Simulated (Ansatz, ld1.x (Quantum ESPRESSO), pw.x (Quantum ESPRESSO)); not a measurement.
**pw.x on bcc C: one setting changed**

Potential: norm-conserving Troullier–Martins (Kleinman–Bylander form), ld1.x (Quantum ESPRESSO) 7.5, LDA (PW92); core [He], reference 2s2 2p2; waves: 2s (bound): rc 1.30 bohr; 2p (bound): rc 1.75 bohr; 3d channel at 0.05 Ry: rc 1.30 bohr; local part: the d channel; core correction: none.

The reference run (k-mesh 18³, cutoffs 100/400 Ry, Fermi–Dirac 0.01 Ry, mixing_beta 0.4, conv_thr 1e-9, no spin) gives 4.47 GPa at 6.194 Å³/atom, where all-electron LAPW gives 4.60 GPa. This run, with its own iteration cap, changes startingwfc to atomic.

```
&control
  calculation='scf', prefix='x', pseudo_dir='./', outdir='./tmp', tstress=.true., disk_io='none'
/
&system
  ibrav=0, nat=1, ntyp=1, ecutwfc=100, ecutrho=400, nbnd=9,
  occupations='smearing', smearing='fd', degauss=0.01
/
&electrons
  conv_thr=1e-09, mixing_beta=0.4, electron_maxstep=50, startingwfc='atomic'
/
ATOMIC_SPECIES
C 1.0 C.UPF
CELL_PARAMETERS angstrom
  -1.15692109 1.15692109 1.15692109
  1.15692109 -1.15692109 1.15692109
  1.15692109 1.15692109 -1.15692109
ATOMIC_POSITIONS crystal
C 0.0000 0.0000 0.0000
K_POINTS automatic
18 18 18 0 0 0
```

```bash
pw.x < C.scf.in > C.scf.out
```

Task: How does the run end?

Result: It converges in 4 iterations; the free energy moves by +0.0 meV/atom and the pressure by +0.00 GPa. The result is that of the reference run.

```
Message from routine setup:
     using ibrav=0 with symmetry is DISCOURAGED, use correct ibrav instead
     lattice parameter (alat)  =       3.7867  a.u.
     unit-cell volume          =      41.7992 (a.u.)^3
     number of electrons       =         4.00
     number of Kohn-Sham states=            9
     kinetic-energy cutoff     =     100.0000  Ry
     charge density cutoff     =     400.0000  Ry
     scf convergence threshold =      1.0E-09
     Exchange-correlation= PW
     number of k points=   195  Fermi-Dirac smearing, width (Ry)=  0.0100
     iteration #  1     ecut=   100.00 Ry     beta= 0.40
     total energy              =     -11.09947507 Ry
     estimated scf accuracy    <       0.00058876 Ry
     iteration #  2     ecut=   100.00 Ry     beta= 0.40
     total energy              =     -11.09953179 Ry
     estimated scf accuracy    <       0.00021620 Ry
     iteration #  3     ecut=   100.00 Ry     beta= 0.40
     total energy              =     -11.09953285 Ry
     estimated scf accuracy    <       0.00000003 Ry
     iteration #  4     ecut=   100.00 Ry     beta= 0.40
     the Fermi energy is    12.7189 ev
!    total energy              =     -11.09953286 Ry
     estimated scf accuracy    <          5.6E-10 Ry
     smearing contrib. (-TS)   =      -0.00156251 Ry
     The total energy is F=E-TS. E is the sum of the following terms:
     one-electron contribution =       5.20688801 Ry
     hartree contribution      =       0.29456447 Ry
     xc contribution           =      -3.28270193 Ry
     ewald contribution        =     -13.31672090 Ry
     convergence has been achieved in   4 iterations
          total   stress  (Ry/bohr**3)                   (kbar)     P=       44.70
     Message from routine punch:
     Nothing written, as per user request (disk_io='none')
```

The run took about 8.5 s on one core of a shared host (Neoverse-V1, 32 threads, 247 GiB, load 16).
